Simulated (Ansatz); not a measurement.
Basis-set extrapolation for C2H4Cl2 (`ClCCCl`) (PBE0-D4/def2-TZVP geometry, frozen core, Ansatz). Multiplicity 1, RHF reference.

|  | def2-TZVPP | def2-QZVPP |
| --- | --- | --- |
| HF | -997.118827 | -997.148056 |
| MP2 correlation | -0.726637 | -0.788359 |
| CCSD(T) correlation | -0.809612 | -0.869461 |

Energies in hartree. Use E(X) = E(∞) + A·exp(−7.88·√X) for Hartree–Fock and E(X) = E(∞) + B·X^(−2.97) for correlation, with X = 3 and 4.

Problem. What is the CCSD(T) energy at the basis-set limit?

Solution. HF limit: -997.148056 + (-0.029229) × 0.13774 = -997.15208. Correlation limit: -0.869461 + (-0.059849) × 0.74074 = -0.91379. Total: -998.06587 hartree, 360.8 kJ/mol below CCSD(T)/def2-TZVPP.
